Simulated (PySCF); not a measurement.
## SiH: frontier orbitals

PBE0 at R = 1.533 Å; Si def2-TZVPP, H def2-TZVPP; no relativity (PySCF 2.14). State: ²Π (doublet), unpaired electrons π ↑. Only the outer orbitals are listed, counted within each symmetry.

| spin | orbital | occ. | ε (eV) | on Si (%) | main shells (%) |
| --- | --- | --- | --- | --- | --- |
| α | 4σ | 1 | -13.69 | 78 | 74 Si s, 22 H s |
| α | 5σ | 1 | -7.88 | 70 | 46 Si p, 30 H s, 21 Si s |
| α | 2π | 1 | -5.53 | 99 | 99 Si p |
| α | 2π | 0 | -3.26 | 99 | 99 Si p |
| α | 6σ | 0 | 1.24 | 67 | 61 Si p, 34 H s, 9 Si d |
| α | 7σ | 0 | 4.37 | 55 | 45 H s, 29 Si p, 18 Si s |
| β | 4σ | 1 | -12.90 | 72 | 67 Si s, 27 H s |
| β | 5σ | 1 | -7.53 | 73 | 44 Si p, 27 Si s, 27 H s |
| β | 2π | 0 | -2.93 | 99 | 99 Si p |
| β | 2π | 0 | -1.91 | 99 | 99 Si p |
| β | 6σ | 0 | 1.56 | 68 | 60 Si p, 34 H s |

**Question.** Which are the highest filled and the lowest empty level, where do they sit, and how wide is the gap?

**Answer.** Highest filled α 2π at -5.53 eV (in %: 99 Si p); lowest empty α 2π at -3.26 eV (in %: 99 Si p); the gap at PBE0 is 2.27 eV. Both belong to one degenerate shell, split only by its one-sided filling, so this is no excitation gap.

- bond order (Mayer): 0.96
- ⟨S²⟩: 0.757
- charge on Si (Mulliken, basis-dependent): 0.07
- charge on Si (Löwdin, basis-dependent): 0.18
- dipole moment (positive dipole means Si(−)H(+)): 0.14 D
- polarisability along the bond: 35.1 bohr³
- polarisability across the bond: 27.2 bohr³

The state was picked by a PBE0 search and need not be the measured ground state.
